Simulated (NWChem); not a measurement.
A calculation on acetonitrile (C$_{2}$H$_{3}$N)

```xyz
6

C      0.0096    -1.1749     0.0000
C     -0.0023     0.2783     0.0000
N     -0.0118     1.4351     0.0000
H     -0.5029    -1.5596     0.8932
H     -0.5029    -1.5596    -0.8932
H      1.0441    -1.5468     0.0000
```
Charge 0, spin multiplicity 1.

Everything below was run with NWChem. The geometry was optimised at PBE0/def2-SVP, a minimum by its harmonic frequencies.

Symmetry labels belong to the abelian group Cs used in the runs, with the axes of the coordinates shown; states degenerate in a higher group split over its labels.

Task: List the lowest 5 singlet excitations that CIS/def2-SVPD gives, with oscillator strengths.

Result: 
```tsv
state	symmetry	energy (eV)	wavelength (nm)	f
1	a"	7.43	167	0.000
2	a"	7.86	158	0.001
3	a'	7.86	158	0.001
4	a"	9.67	128	0.013
5	a'	9.67	128	0.013
```
